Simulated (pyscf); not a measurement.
`[FH]` + `[CH2-][F]` -> `[CH2-][F]` + `[FH]` (four-centre exchange; singlet surface; F–H, C–F broken, C–F, F–H formed). Optimised with ωB97X-D3(BJ)/def2-SVPD in PySCF. Correlated levels are frozen-core, on RHF or UHF. ΔMP2 is the change of the MP2 total energy from the triple- to the quadruple-zeta basis. Energies in eV from the separated reactants.

| level | barrier | reaction energy |
|---|---|---|
| ωB97X-D3(BJ)/def2-TZVPD | 0.09 | 0.00 |
| PBE/def2-TZVPD | 0.20 | 0.00 |
| r²SCAN/def2-TZVPD | 0.17 | 0.00 |
| M06-2X/def2-TZVPD | 0.08 | 0.00 |
| HF/def2-TZVPD | [?] | 0.00 |
| CCSD(T)/def2-TZVPPD | 0.04 | 0.00 |
| CCSD(T)/def2-TZVPPD + ΔMP2(QZVPPD) | [?] | 0.00 |

Task: Complete the blanks.

Result: 
- HF/def2-TZVPD, barrier: -0.16
- CCSD(T)/def2-TZVPPD + ΔMP2(QZVPPD), barrier: 0.09

On the reactant side the descent ends in a bound adduct, 1.03 eV under the separated species and 1.12 eV under the saddle at ωB97X-D3(BJ)/def2-TZVPD. On the product side the descent ends in a bound adduct, 1.03 eV under the separated species and 1.12 eV under the saddle at ωB97X-D3(BJ)/def2-TZVPD. At HF the saddle lies under the separated reactants, which points to a path from their complex (located at ωB97X-D3(BJ) alone). At HF the saddle lies under the separated products, which points to a path from their complex (located at ωB97X-D3(BJ) alone). One saddle was located; it need not be the lowest between these sides. A restricted solution here is unstable towards spin polarisation, so biradical character is likely and single-reference numbers are less safe. The CCSD(T) − MP2 part came from Ansatz, without density fitting, on the same reference.
